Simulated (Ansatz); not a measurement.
Mulliken charges of CH4MgS (`C[S][MgH]`) from B3LYP/def2-TZVPP in Ansatz (PBE0-D4/def2-TZVP geometry).

```csv
atom,x (Å),y (Å),z (Å),charge (e)
C1,-0.844,0.824,-0.114,-0.277
S2,-0.311,-0.283,1.238,-0.405
Mg3,1.427,-1.463,0.319,0.515
H4,-1.197,0.267,-0.982,0.112
H5,-0.051,1.508,-0.417,0.112
H6,-1.675,1.417,0.267,0.123
H7,2.713,-2.338,-0.358,-0.181
```

Task: By hand: the dipole of these point charges (1 e Å = 4.8032 D).

Result: Σ q r = (0.258, -0.071, -0.365) e Å, of length 0.453 e Å = 2.18 D.

Task: How does the dipole of the full density compare? (Estimate.)

Result: The calculation gave: (0.052, 0.064, -0.246) e Å, 1.25 D; the point charges give 1.74 times that, at 33° from its direction.

Point charges leave out the atoms' own dipoles, such as those of lone pairs, and Mulliken's split depends on the basis, so the two needn't agree.

B3LYP here is the variant with VWN-RPA as its local correlation; programs differ in this.
